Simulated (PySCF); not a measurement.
# Which functional comes closest?

Molecule: `C1CCCC1`, C5H10.

Geometry:
```csv
atom,x (Å),y (Å),z (Å)
C1,0.444,0.848,0.848
C2,1.272,-0.173,0.066
C3,0.243,-1.151,-0.543
C4,-1.136,-0.474,-0.373
C5,-0.828,0.974,0.014
H6,0.193,0.451,1.847
H7,0.967,1.804,1.001
H8,2.026,-0.679,0.688
H9,1.823,0.344,-0.738
H10,0.266,-2.128,-0.037
H11,0.467,-1.348,-1.602
H12,-1.695,-0.958,0.444
H13,-1.764,-0.552,-1.273
H14,-0.620,1.575,-0.889
H15,-1.657,1.466,0.546
```

Geometry PBE0-D3(BJ)/def2-SVP throughout; GIAO in PySCF 2.14.0 with density-fitted response routines, gas phase, one conformer, non-relativistic; equivalent atoms averaged; basis pcSseg-1.

Reference values (measured; solution, not stated in the table (CDCl3 in this author's series); The use of chemical shift calculations in the conformational analysis of substituted benzenes, New J. Chem. 2019 (ESI)): δ(H6/H7/H8/H9/H10/H11/H12/H13/H14/H15) = 1.51 ppm. Computed shifts are taken against TMS, calculated as an isolated molecule at each level.

**Question.** How do the functionals HF, LDA, PBE, BLYP, BP86, OPBE, KT2, KT3, B97-D, B3LYP, PBE0, mPW1PW91, WP04, B97-2, BHandHLYP, CAM-B3LYP, wB97X-D, LC-wPBE perform against the reference? Times are CPU seconds on shared hosts with different chips, so compare them loosely; the GGAs took longer than the global hybrids here, which isn't the general rule, and the cause wasn't traced.

**Answer.** 
```tsv
functional	kind	H6/H7/H8/H9/H10/H11/H12/H13/H14/H15	abs. error H	core-s
HF	Hartree–Fock	1.29	0.22	4.5
LDA	LDA	1.54	0.03	13
PBE	GGA	1.52	0.01	16
BLYP	GGA	1.52	0.01	16
BP86	GGA	1.51	0.00	18
OPBE	GGA	1.51	0.00	17
KT2	GGA	1.50	0.01	17
KT3	GGA	1.50	0.01	16
B97-D	GGA	1.52	0.01	17
B3LYP	global hybrid	1.46	0.05	10
PBE0	global hybrid	1.45	0.06	7.3
mPW1PW91	global hybrid	1.44	0.07	10
WP04	global hybrid	1.39	0.12	8.5
B97-2	global hybrid	1.45	0.06	7.7
BHandHLYP	global hybrid	1.39	0.12	7.5
CAM-B3LYP	range-separated hybrid	1.44	0.07	9.8
wB97X-D	range-separated hybrid	1.42	0.09	9.8
LC-wPBE	range-separated hybrid	1.39	0.12	13
```

For 1H the closest is BP86 (0.00 ppm, with OPBE, PBE, BLYP, KT2, KT3, B97-D practically level) and the furthest HF (0.22 ppm). One molecule is a small sample, and vibrational and solvent effects are absent from the calculation.
